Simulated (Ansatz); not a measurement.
## Ansatz (development build ahead of 0.2.0) run

```yaml
crystal:
  periodic: [false, false, false]
  atoms:
    - { symbol: O, position_ang: [0.0, 0.0, 0.582] }
    - { symbol: H, position_ang: [0.0, 0.0, -0.582] }
basis:
  gaussian: { orbitals: STO-3G }
magnetization:
  initial_magnetization: 1
hamiltonian:
  xc: hf
correlation:
  method: ccsd_t
  frozen_orbitals: { H: 0, O: 1 }
```

The input is written out in the form of the current development build from the run's settings. Correlation on restricted open-shell orbitals is semicanonical, with singles.

Results

```
Converged                       : yes
Reference energy                : -74.34474 hartree
CCSD correlation energy         : -0.04138 hartree
Triples correction              : 0.00000 hartree
Total energy                    : -74.38612 hartree
Spin squared of the determinant : 0.750
```
